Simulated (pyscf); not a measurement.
Four-centre exchange: F–Ga [singlet] + hydrogen fluoride (HF) → F–Ga [singlet] + hydrogen fluoride (HF)

Gas phase, singlet surface, charge 0. Bonds broken: Ga1–F2, F3–H4. Bonds formed: Ga1–F3, F2–H4. Single points on ωB97X-D3(BJ)/def2-SVP structures (PySCF, gas phase). MP2 and CC: frozen core, UHF for open shells. ΔMP2 is the change of the MP2 total energy from the triple- to the quadruple-zeta basis.

Transition state (Å):

```xyz
4

Ga     0.6564     1.7369     0.2114
F      0.2172     0.4993    -1.3726
F      0.2093    -0.2090     0.7078
H      0.1274    -0.1630    -0.4377
```

One imaginary mode, 342i cm⁻¹; descent along it reached the two sides named, in the forms told below.

```json
[
 {"bond": "Ga1–F2", "change": "breaks", "reactant side (Å)": "1.857", "saddle": "2.058", "product side": "2.505"},
 {"bond": "F3–H4", "change": "breaks", "reactant side (Å)": "0.957", "saddle": "1.149", "product side": "1.576"},
 {"bond": "Ga1–F3", "change": "forms", "reactant side (Å)": "2.508", "saddle": "2.057", "product side": "1.857"},
 {"bond": "F2–H4", "change": "forms", "reactant side (Å)": "1.573", "saddle": "1.149", "product side": "0.957"}
]
```

Electronic energies relative to the separated reactants (kJ/mol):

| level | barrier | reaction energy | reverse barrier |
|---|---|---|---|
| ωB97X-D3(BJ)/def2-TZVP | -23.4 | 0.0 | -23.4 |
| PBE/def2-TZVP | -37.6 | 0.0 | -37.6 |
| r²SCAN/def2-TZVP | -35.0 | 0.0 | -35.0 |
| B3LYP-D3(BJ)/def2-TZVP | -25.6 | 0.0 | -25.6 |
| PBE0-D3(BJ)/def2-TZVP | -29.0 | 0.0 | -29.0 |
| M06-2X/def2-TZVP | -26.4 | 0.0 | -26.4 |
| ωB97M-D3(BJ)/def2-TZVP | -22.6 | 0.0 | -22.6 |
| HF/def2-TZVP | 25.9 | 0.0 | 25.9 |
| MP2/def2-QZVPP | -15.0 | 0.0 | -15.0 |
| CCSD/def2-TZVPP | -7.9 | 0.0 | -7.9 |
| CCSD(T)/def2-TZVPP | -14.8 | 0.0 | -14.8 |
| CCSD(T)/def2-TZVPP + ΔMP2(QZVPP) | -12.5 | 0.0 | -12.5 |

With CCSD(T)/def2-TZVPP + ΔMP2(QZVPP) energies and thermal terms (ideal gas, 1 atm, RRHO with modes under 100 cm⁻¹ raised to 100, one conformer, R ln 2 for chiral ones without a mode under 150 cm⁻¹), in kJ/mol:

| T (K) | ΔH‡ | ΔG‡ | ΔH | ΔG |
|---|---|---|---|---|
| 298 | -17.3 | 21.7 | 0.0 | 0.0 |
| 600 | -20.5 | 62.6 | 0.0 | 0.0 |
| 900 | -21.3 | 104.3 | 0.0 | 0.0 |
| 1200 | -21.0 | 146.2 | 0.0 | 0.0 |

On the reactant side the descent ends in a bound adduct, 42.2 kJ/mol under the separated species and 18.8 kJ/mol under the saddle at ωB97X-D3(BJ)/def2-TZVP. On the product side the descent ends in a bound adduct, 42.1 kJ/mol under the separated species and 18.8 kJ/mol under the saddle at ωB97X-D3(BJ)/def2-TZVP. At ωB97X-D3(BJ), PBE, r²SCAN, B3LYP-D3(BJ), PBE0-D3(BJ), M06-2X, ωB97M-D3(BJ), MP2, CCSD, CCSD(T), CCSD(T) the saddle lies under the separated reactants, which points to a path from their complex (located at ωB97X-D3(BJ) alone). At ωB97X-D3(BJ), PBE, r²SCAN, B3LYP-D3(BJ), PBE0-D3(BJ), M06-2X, ωB97M-D3(BJ), MP2, CCSD, CCSD(T), CCSD(T) the saddle lies under the separated products, which points to a path from their complex (located at ωB97X-D3(BJ) alone). This is the saddle that the search found; another between the same sides may lie lower. The CCSD(T) − MP2 part came from Ansatz, without density fitting, on the same reference. The frozen core leaves the outer d or s,p core shells of the metals and heavy elements correlated in the MP2 and CC values, and def2-TZVPP describes them poorly, which can shift differences by a few kcal/mol. Elements up to Kr have no core potential and no relativistic terms here.
